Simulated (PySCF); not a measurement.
## C₃: from structure and modes to constants

All numbers come from B3LYP/[C def2-TZVP], no relativity, density fitting, PySCF.

The singlet minimum has D∞h symmetry. Masses (u): C 12.00000.

```xyz
3
charge 0 multiplicity 1, angstrom
C     0.0000    0.0000    0.0000
C     0.0000    0.0000    1.2874
C     0.0000    0.0000   -1.2874
```

Harmonic wavenumbers (cm⁻¹): 125.2 (πu, ×2), 1243.4 (σg+, ×1), 2146.9 (σu+, ×1).

Question: Find the principal moments of inertia and the rotational constants. What kind of rotor is it?

Answer: About the centre of mass I = 39.775 u Å². With B = 16.8576/I this gives 0.4238 cm⁻¹. The molecule is linear.

Question: What is the harmonic zero-point energy?

Answer: Half the sum of all 4 wavenumbers, 3641/2 = 1820 cm⁻¹, which is 21.8 kJ/mol (1 cm⁻¹ = 0.0119627 kJ/mol).

Question: Give the standard entropy (298.15 K, 1 bar) by its translational, rotational, vibrational and spin parts, and Cp.

Answer: Sackur–Tetrode with M = 36.00 u gives 153.5; rotation with symmetry number 2 gives 54.0; vibration 25.4; spin R ln 1 = 0.0. The total is 233.0 J/(mol K), and Cp = 7/2 R + 16.9 = 46.0 J/(mol K).

Only a few start shapes were tried, so a lower isomer may exist.
